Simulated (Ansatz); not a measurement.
Species: sodium chloride, NaCl, net charge 0, singlet state. 
Structure (B3LYP-D3(BJ)/def2-TZVP (Ansatz, a program for electronic structure) minimum search):
```xyz
2

Na     0.0000     0.0000    -1.4348
Cl     0.0000     0.0000     0.9284
```

Basis-set convergence of Hartree-Fock and CCSD(T) correlation energies (hartree) with Ansatz. Valence correlation only, unless marked. No spin-orbit coupling. No relativistic terms.

```json
[
 {"basis": "def2-SVPD", "functions": "45", "E(HF)": "-621.23647", "E(corr, CCSD(T))": "-0.17104"},
 {"basis": "def2-TZVPPD", "functions": "86", "E(HF)": "-621.44091", "E(corr, CCSD(T))": "-0.22784"},
 {"basis": "def2-QZVPPD", "functions": "137", "E(HF)": "-621.45986", "E(corr, CCSD(T))": "-0.24955"}
]
```

Extrapolating the two largest sets (X = 3 and 4) as X^-3: E(corr) = (64·(-0.24955) - 27·(-0.22784))/37 = -0.2654 Eh, an estimate of the basis-set limit. The largest set recovers 94.0 % of it, the smallest 64.4 %.
